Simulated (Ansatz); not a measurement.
`[Li][O]C` and `CON` differ in one atom or group.

Ansatz, PBE0-D4/def2-TZVP geometries, multiplicity 1. Each molecule was computed in one conformer, which needn't be the lowest.

| property | `[Li][O]C` |
| --- | --- |
| HOMO–LUMO gap (ωB97M-V/def2-TZVPP) / eV | 7.66 |
| LUMO energy (ωB97M-V/def2-TZVPP) / eV | -0.41 |
| HOMO energy (PBE/def2-TZVPP) / eV | -4.25 |
| size of the dipole moment (ωB97M-V/def2-TZVPP) / D | 5.15 |
| HOMO–LUMO gap (PBE/def2-TZVPP) / eV | 2.77 |
| zero-point energy (PBE0-D4/def2-TZVP) / kJ/mol | 108.2 |

Q: Give the same properties after the change, and the shifts. (Best estimate.)

A: Ansatz gave: 
| property | `CON` | shift |
| --- | --- | --- |
| HOMO–LUMO gap (ωB97M-V/def2-TZVPP) / eV | 12.43 | 4.77 |
| LUMO energy (ωB97M-V/def2-TZVPP) / eV | 2.54 | 2.95 |
| HOMO energy (PBE/def2-TZVPP) / eV | -5.82 | -1.57 |
| size of the dipole moment (ωB97M-V/def2-TZVPP) / D | 0.52 | -4.63 |
| HOMO–LUMO gap (PBE/def2-TZVPP) / eV | 6.18 | 3.41 |
| zero-point energy (PBE0-D4/def2-TZVP) / kJ/mol | 180.1 | 71.9 |

With PBE0 the HOMO falls by 1.76 eV and the LUMO rises by 2.15 eV, so the gap widens by about 3.91 eV. PBE moves the HOMO by -1.57 eV and ωB97M-V by -1.82 eV. The zero-point energy changes by 71.9 kJ/mol with +6 modes. Dipoles are sizes alone; their direction can turn.
